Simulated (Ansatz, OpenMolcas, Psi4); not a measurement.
CH6Si (methylsilane): the vertical ionisation energy from total energies

The species is CH6Si (8 atoms), meant as a singlet with charge 0. As SMILES, `C[SiH3]`. Geometry: relaxed at PBE0-D4/def2-TZVP.

```xyz
8

C    -0.1815    0.2397   -0.9403
Si    0.1624   -0.2145    0.8415
H    -1.2405    0.1125   -1.1756
H     0.3955   -0.3914   -1.6198
H     0.0866    1.2807   -1.1339
H    -0.6250    0.6462    1.7654
H     1.6056   -0.0400    1.1599
H    -0.2031   -1.6332    1.1028
```

Both states at this one shape; open shells run unrestricted unless said. 1 Eh = 27.2114 eV.

| level | program | singlet CH6Si (Eh) | doublet CH6Si+ (Eh) |
| --- | --- | --- | --- |
| BLYP/def2-TZVP | OpenMolcas | -331.190927 | -330.780602 |
| wB97X/def2-TZVP | Psi4 | -331.214611 | -330.769530 |
| CCSDT(Q)/STO-3G, 6 core orbitals frozen | Ansatz | -326.640868 | -326.281664 |

Problem. Work out the vertical ionisation energy at each level.

Solution. 
1. BLYP/def2-TZVP: -330.780602 − (-331.190927) = 0.410325 Eh = 11.17 eV.
2. wB97X/def2-TZVP: -330.769530 − (-331.214611) = 0.445081 Eh = 12.11 eV.
3. CCSDT(Q)/STO-3G: -326.281664 − (-326.640868) = 0.359204 Eh = 9.77 eV.

No measured value is set beside it here; the levels span 9.77 to 12.11 eV. Minimal sets are far from the basis-set limit.
